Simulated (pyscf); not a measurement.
H₂N–SiH(NH₂)–F + hydrogen (H₂) -> H₂N–SiH₂–F + ammonia (NH₃), a four-centre exchange (singlet surface; N–Si, H–H broken, H–Si, H–N formed). PySCF, gas phase, ωB97X-D3(BJ)/def2-SVP geometries. Energies in kcal/mol from the separated reactants.

Small-basis levels: PySCF, no dispersion term, spherical d functions. AM1 to PM7: differences of heats of formation from MOPAC, which are fitted to 298 K values and so differ in kind from electronic energies by zero-point and thermal terms. Cost: rough CPU time at the saddle relative to B3LYP/6-31G*, from one job on a shared machine.

```tsv
level	barrier	reaction energy	cost
HF/STO-3G	81.8	+4.7	0.04
HF/3-21G	63.6	+20.7	0.06
MP2/6-31G*	58.3	+15.5	0.1
BP86/6-31G*	43.0	+11.5	2
PBE/6-31G*	41.0	+11.7	2
B3LYP/STO-3G	52.8	+9.5	0.6
B3LYP/3-21G	___	+21.0	0.8
B3LYP/LANL2DZ	51.6	+13.6	0.8
AM1	71.6	+23.1	under 0.02
ωB97M-D3(BJ)/def2-TZVP	___	+12.7	–
```

What belongs in the gaps?


- B3LYP/3-21G, barrier: 46.1
- ωB97M-D3(BJ)/def2-TZVP, barrier: 46.7

Against the last row the barrier runs from -5.7 (PBE/6-31G*) to +35.1 kcal/mol (HF/STO-3G). ωB97M-D3(BJ)/def2-TZVP has limits of its own. At the saddle there is also a short H–Si contact that neither side keeps. This is the saddle that the search found; another between the same sides may lie lower.
